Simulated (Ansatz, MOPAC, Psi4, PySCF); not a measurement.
Molecule: C₂H₄NO, charge 0, multiplicity 2. SMILES: [NH]C(=O)C
Structure (B3LYP-D3(BJ)/def2-TZVP (Ansatz, a first-principles code) minimum search):
```
C
O 1 1.2305
N 1 1.3652 2 117.80
H 3 1.0231 1 110.17 2 -34.34
C 1 1.4983 2 123.78 3 171.74
H 5 1.0875 1 110.02 2 16.97
H 5 1.0911 6 110.37 1 -121.95
H 5 1.0918 6 109.45 7 -118.08
```
Charge 0, spin multiplicity 2.

Quantity: size of the dipole moment, in D. Conventions: non-relativistic; 6-311+G** with 5d; open shells spin-unrestricted; spin-orbit terms left out; no dispersion term unless named; 6-31G* and kin with 6d, 5d where marked. First-principles rows: single points at B3LYP-D3(BJ) geometries (Ansatz). Semi-empirical rows: dipoles at the shared geometry.

| level | program | size of the dipole moment (D) |
|---|---|---|
| MNDO | MOPAC | 1.53 |
| PBE/STO-3G | Ansatz | 0.89 |
| PBE/3-21G | Ansatz | 1.48 |
| BP86/def2-SVP | PySCF | 1.60 |
| B3LYP/6-31G* | Ansatz | 1.70 |
| B3LYP/def2-SVP | Ansatz | 1.74 |
| B3LYP/6-311+G** | Ansatz | 1.96 |
| M06-2X/6-311+G** | PySCF | 2.04 |
| wB97X-D/6-31G* | Psi4 | 1.78 |

No value to compare with is used here. The 9 habitual levels span 0.89 (PBE/STO-3G) to 2.04 D (M06-2X/6-311+G**).

The levels are drawn from those run, B3LYP/6-31G* more often than the rest, none by its result; runs whose electronic state is in doubt are left out.
